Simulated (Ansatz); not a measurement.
We consider rutile SnO2, described by PBE in Ansatz (PAW).

Numerical settings: plane-wave cutoff 520 eV, 8×8×10 k mesh (along the axes of the cell as run), Fermi–Dirac smearing 0.01 eV, scalar-relativistic PAW data made under PBE.

Shape and atoms are relaxed at each volume.

The direct gap at Γ against volume; x = 100 ln(V/12.578 Å³). One gap is withheld.

```csv
V (Å³/atom),x,gap (eV)
12.075,-4.08,?
12.326,-2.02,0.876
12.578,0.00,0.682
12.829,1.98,0.506
13.081,3.92,0.348
```

Question: Fit a straight line to the rows shown, give the volume deformation potential and predict the withheld gap.

Answer: Means of the 4 rows: x̄ = 0.970, ȳ = 0.6030 eV. Σ(x − x̄)(y − ȳ) = -1.7431 and Σ(x − x̄)² = 19.604, so the slope is -0.0889 eV per unit of x, and dE_g/d ln V = -8.9 eV. At x = -4.08: 0.6030 + (-0.0889) × (-4.08 − (0.970)) = 1.052 eV. The run gives 1.087 eV, 0.035 eV above the line, as the curve bends the same way over all rows.

Measured, for comparison: band gap 3.81 eV (zero-point renormalisation of 215 meV (computed, non-adiabatic AHC, without the lattice-expansion part) added back here to the 1.8 K gap of; inputs from Miglio et al. (2020), arXiv:2011.12765).

Spin–orbit coupling is not included.

Note: the bulk modulus comes from volumes at which shape and atoms were relaxed.

Ansatz is a quantum-chemistry and plane-wave program.
